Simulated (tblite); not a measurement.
Species: C4H8NS (doublet state).
Atom-mapped SMILES: `[CH2:1][C:2](=[S:3])[NH:4][CH2:5][CH3:6]` (hydrogens: H7, H8 on C1; H9 on N4; H10, H11 on C5; H12, H13, H14 on C6)

Cartesian coordinates in Å at the GFN2-xTB level; atoms count from 1:
```
atom  x, y, z in Å
C1     2.4548    0.3825   -0.2038
C2     1.3143    0.2686    0.5341
S3     1.0897    1.3074    1.8874
N4     0.3668   -0.6607    0.2422
C5    -0.9489   -0.6792    0.8310
C6    -1.9231    0.2576    0.1172
H7     2.6210   -0.2210   -1.0796
H8     3.2124    1.0888    0.0737
H9     0.4673   -1.1291   -0.6465
H10   -0.8479   -0.3775    1.8768
H11   -1.3198   -1.7070    0.7948
H12   -2.0294   -0.0248   -0.9285
H13   -1.5594    1.2812    0.1663
H14   -2.8987    0.2127    0.5928
```

All values are computed: GFN2-xTB (tblite) harmonic vibrations without scaling, gas phase. The method is semi-empirical: single wavenumbers can be off by several per cent or more. One conformer, not necessarily the lowest. Open shells enter through the occupations alone, without spin polarisation, and single modes of such species can be off by tens of per cent.

Harmonic wavenumbers (cm⁻¹): 51.4, 87.1, 193.3, 263.6, 344.3, 391.8, 414.8, 460.4, 522.4, 559.0, 686.1, 747.2, 821.7, 906.2, 986.2, 1066.9, 1087.6, 1161.4, 1240.0, 1269.3, 1309.6, 1338.0, 1404.0, 1416.6, 1449.1, 1490.2, 1495.1, 1506.2, 2960.2, 2969.3, 3029.2, 3045.9, 3052.4, 3103.9, 3177.2, 3425.6.

A = 4276, B = 2103, C = 1600 MHz; mass 102.038 u (most abundant isotopes); point group C1, symmetry number 1; spin multiplicity 2.

Q: What is the zero-point energy?

A: Half the sum of the wavenumbers: 24717 cm⁻¹ = 295.67 kJ/mol.

Q: Give the ideal-gas entropy at 400 K and 1 bar in the rigid-rotor, harmonic-oscillator model (classical rotation).

A: Translation 172.65, rotation 118.74, vibration 107.86, spin (R ln 2) 5.76: S = 405.0 J/(mol K).

Q: And Cp and H(400 K) − H(0)?

A: Cp = 148.84 J/(mol K), of which vibrations give 115.58 (their classical limit is 36 R = 299.3); H(400 K) − H(0) = 36.22 kJ/mol without the zero-point energy, 22.92 from vibrations.

Q: Which modes carry the vibrational entropy at 400 K?

A: 51.4 cm⁻¹: 22.36; 87.1 cm⁻¹: 18.00; 193.3 cm⁻¹: 11.50; 263.6 cm⁻¹: 9.06; 344.3 cm⁻¹: 7.05; 391.8 cm⁻¹: 6.12 J/(mol K); the other 30 give 33.77 together.

Q: How do the functions run with temperature in this model?

A: 
| T (K) | S (J/(mol K)) | Cp (J/(mol K)) | H − H(0) (kJ/mol) | G − H(0) (kJ/mol) | ln q(vib) |
| --- | --- | --- | --- | --- | --- |
| 150 | 300.1 | 75.4 | 7.99 | -37.03 | 1.87 |
| 250 | 345.8 | 105.8 | 17.06 | -69.38 | 3.52 |
| 298.15 | 365.6 | 120.1 | 22.50 | -86.51 | 4.34 |
| 600 | 474.4 | 193.5 | 70.73 | -213.89 | 9.51 |
| 900 | 561.8 | 237.0 | 135.84 | -369.75 | 14.43 |

q(vib) and H(0) count from the zero-point level.

Q: What must be added to the electronic energy to get the Gibbs energy at 400 K and 1 bar?

A: ZPE + [H(400 K) − H(0)] − T·S = 295.67 + 36.22 − 162.01 = 169.88 kJ/mol.

Hindered rotation and anharmonicity are outside this model. Other conformers, if any are populated, would add a mixing term that is left out. The structure is chiral; the term R ln 2 for an equal mix with its mirror image is left out.

Hardware: Arm Neoverse V1, one thread, shared host with 32 logical CPUs at a one-minute load of 30. Cost: 0.42 s. This covers the Hessian and the dipole derivatives.
